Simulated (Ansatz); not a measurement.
# SiH4 + SiH2Cl radical: a complex and its separated parts

The complex below is one end of an elementary step. How strongly is it bound against its free parts?

Computed with Ansatz 0.2.0, Gaussian basis. Level: PBE0-D4/def2-TZVP structures, single points in def2-TZVPP, no counterpoise correction.

Levels: SPW92, PBE-D4, BLYP-D4, r2SCAN-D4, B97M-V, PBE0-D4, B3LYP-D4, r2SCAN0-D4, BHLYP-D4, CAM-B3LYP-D4, wB97X-V, wB97M-V, B2PLYP, PBE-QIDH, RPA on PBE, Hartree-Fock, MP2, CCSD, CCSD(T).

Cores are frozen in the correlated methods. Orbitals are unrestricted. B3LYP uses VWN-RPA correlation. B2PLYP carries no dispersion term here.

## 1. Starting geometry

The complex: 9 atoms, charge 0, spin multiplicity 2.

Atoms are counted from 1 here; the program's logs count them from 0.

Bond lengths: H1–Si4 1.486 Å, Si2–Cl3 2.055 Å, Si2–H5 1.487 Å, Si2–H6 1.487 Å, Si4–H7 1.484 Å, Si4–H8 1.484 Å, Si4–H9 1.486 Å. Angles: Cl3–Si2–H5 108.4°, Cl3–Si2–H6 108.4°, H5–Si2–H6 111.3°, H1–Si4–H7 109.5°, H1–Si4–H8 109.5°, H1–Si4–H9 109.1°, H7–Si4–H8 109.9°, H7–Si4–H9 109.4°, H8–Si4–H9 109.4°.

As a file:

```xyz
9

H     0.87610    0.98093    0.64426
Si    0.79312   -1.67314   -1.49119
Cl   -1.16431   -1.39228   -0.93098
Si   -0.34810    1.52106    1.29020
H     0.88549   -1.51362   -2.96690
H     1.21084   -3.03605   -1.06732
H    -1.29858    1.97937    0.24690
H    -0.97945    0.46419    2.11867
H     0.02469    2.66943    2.15625
```

Its parts: SiH4 holds atoms 1, 4, 7, 8, 9; SiH2Cl radical holds atoms 2, 3, 5, 6. Each part counts its atoms afresh in its own runs.

## 2. Relaxing SiH4 alone

Input file relax-a/in.yaml:

```yaml
crystal:
  periodic: [false, false, false]
  atoms:
    - {symbol: H, position_ang: [0.876096, 0.980932, 0.644261]}
    - {symbol: Si, position_ang: [-0.348100, 1.521063, 1.290204]}
    - {symbol: H, position_ang: [-1.298575, 1.979374, 0.246900]}
    - {symbol: H, position_ang: [-0.979449, 0.464192, 2.118670]}
    - {symbol: H, position_ang: [0.024694, 2.669431, 2.156248]}
basis:
  gaussian: {orbitals: def2-TZVP}
hamiltonian: {xc: pbe0, dispersion: d4}
relax: {f_tol: 0.005, max_steps: 200}
```

The command line of these runs was not kept.

Further steps of the session: Relaxing SiH2Cl radical alone; wB97M-V/def2-TZVPP; CCSD(T)/def2-TZVPP; Vibrations of SiH4; Vibrations of SiH2Cl radical.

What does the calculation give? Wanted: complex less parts, CCSD(T)/def2-TZVPP; with zero-point energy; largest T1 diagnostic.

As calculated:

```
                              quantity        value
complex less parts, CCSD(T)/def2-TZVPP  -3.8 kJ/mol
                with zero-point energy  -2.1 kJ/mol
                 largest T1 diagnostic        0.013
```

**Reading.** At CCSD(T) the complex lies 3.8 kJ/mol below its parts. PBE-QIDH is the best functional here (+1.2 kJ/mol from CCSD(T)); SPW92 is the worst (-6.0 kJ/mol). By rung, the mean size of the error is: LDA 6.0, GGA 3.2, meta-GGA 1.8, hybrid 2.8, range-separated hybrid 1.8, double hybrid 2.3 kJ/mol. PBE-D4 gives a relative energy 3.6 kJ/mol too low, an error of 93 % of the reference. The complex's frequency run has imaginary modes: the structure is no minimum, so both the energy and the zero-point correction are in doubt. No counterpoise was applied, and triple zeta lacks some correlation, so the CCSD(T) reference has a basis error of its own, and close matches with it are partly luck.
